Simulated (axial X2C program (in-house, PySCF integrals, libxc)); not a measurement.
# Outer orbitals of CO⁺ at 1.107 Å, HF

Computed with an axial X2C code built on PySCF integrals. Spin-free means the one-electron spin-free X2C Hamiltonian; two-component (2c) means X2C with spin–orbit coupling and atomic mean-field two-electron Coulomb and Gaunt terms, so the difference of the two also holds small scalar two-electron terms. Basis: O dyall-av3z [7s6p3d2f], C dyall-v3z [7s6p2d1f] (cores contracted in-house); Gaussian nuclei, density fitting, unrestricted open shells. Masses: O 15.995 u, C 12.000 u.

The distance is close to the 2c PBE0 minimum; the highest filled and lowest empty levels are listed.

Spin-free orbitals, state M_S = 1/2, Λ = 0 (beyond evenly filled blocks: σα) (Löwdin shares):

```
symmetry  occupied  ε (eV)           atomic character
      σα       yes  -32.78  38% O p, 27% C s, 16% C p
      σβ       yes  -31.73   70% O p, 15% O s, 7% C s
      σα       yes  -29.45  36% O p, 35% C p, 14% C s
     π-β       yes  -28.87   74% O p, 18% C p, 6% C d
     π+β       yes  -28.87   74% O p, 18% C p, 6% C d
     π-α       yes  -27.25   51% O p, 41% C p, 3% O d
     π+α       yes  -27.25   51% O p, 41% C p, 3% O d
      σβ        no  -11.05  38% C s, 35% C p, 11% O p
     π-α        no   -6.51  37% C p, 31% O p, 15% C d
     π+α        no   -6.51  37% C p, 31% O p, 15% C d
     π-β        no   -4.69  61% C p, 14% O p, 14% O d
     π+β        no   -4.69  61% C p, 14% O p, 14% O d
```

Spinors with spin–orbit coupling (state Ω = 1/2):

| ω | occupied | ε (eV) | atomic character | λ mixture |
| --- | --- | --- | --- | --- |
| 1/2 | yes | -32.78 | 38% O p, 27% C s, 16% C p | 100% σ |
| -1/2 | yes | -31.73 | 70% O p, 15% O s, 7% C s | 100% σ |
| 1/2 | yes | -29.44 | 36% O p, 35% C p, 14% C s | 100% σ |
| 1/2 | yes | -28.88 | 74% O p, 18% C p, 6% C d | 100% π |
| -3/2 | yes | -28.85 | 74% O p, 18% C p, 6% C d | 100% π |
| -1/2 | yes | -27.26 | 51% O p, 41% C p, 3% O d | 100% π |
| 3/2 | yes | -27.24 | 51% O p, 41% C p, 3% O d | 100% π |
| -1/2 | no | -11.05 | 38% C s, 35% C p, 11% O p | 100% σ |
| -1/2 | no | -6.51 | 38% C p, 31% O p, 15% C d | 100% π |
| 3/2 | no | -6.50 | 37% C p, 32% O p, 15% C d | 100% π |
| 1/2 | no | -4.70 | 61% C p, 14% O p, 14% O d | 100% π |
| -3/2 | no | -4.69 | 61% C p, 14% O p, 14% O d | 100% π |

Mulliken charges and populations of the two-component result (they depend on the basis, above all on diffuse functions):

O 0.20 e (s 3.75 p 3.98 d 0.07 f 0.01), C 0.80 e (s 3.13 p 1.96 d 0.10 f 0.02). ⟨Lz⟩ = 0.00 ħ and ⟨Sz⟩ = 0.50 ħ (-0.29 and 0.79 on the two atoms), which add up to Ω.

The state is one determinant whose occupation by symmetry is held fixed; it was picked as the lowest of a PBE0 search that is not exhaustive. The determinant is spin-polarised beyond a pure state at some levels (its spin-free form has ⟨S²⟩ too high), which makes Re and μ there less reliable.
